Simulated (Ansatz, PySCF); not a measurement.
Noncovalent pair: CHN (SMILES C#N) (first 3 atoms) with CHN (SMILES C#N); geometry from A24 set.
(charge 0, multiplicity 1):
```xyz
6

H      0.000     0.000     3.855
C      0.000     0.000     2.786
N      0.000     0.000     1.632
H      0.000     0.000    -0.594
C      0.000     0.000    -1.668
N      0.000     0.000    -2.825
```

Basis-set superposition error: the interaction energy with monomers in their own basis, and in the dimer's basis (counterpoise).

Run with Ansatz (Gaussian orbitals); PySCF for 6-31G* rows, M06-2X. Each number belongs to the level named beside it.

```tsv
level	uncorrected (meV)	counterpoise (meV)	difference
HF/6-31G*	-201.0	-184.9	16.2
BLYP/def2-TZVPPD	-164.7	-160.4	4.3
B97M-V/def2-TZVPPD	-204.0	-202.2	1.9
B3LYP/6-31G*	-223.5	-188.9	34.5
M06-2X/def2-TZVPPD	-195.6	-192.9	2.7
wB97M-V/def2-TZVPPD	-205.7	-203.3	2.5
MP2/6-31G*	-237.1	-193.8	43.3
MP2/aug-cc-pVDZ	-244.1	-197.1	46.9
SCS-MP2/aug-cc-pVDZ	-229.8	-181.1	48.6
CCSD/aug-cc-pVTZ	-219.2	-194.8	24.4
```

The error is largest for SCS-MP2/aug-cc-pVDZ (48.6 meV) and smallest for B97M-V/def2-TZVPPD (1.9 meV).

Ansatz is a quantum-chemistry and plane-wave program.
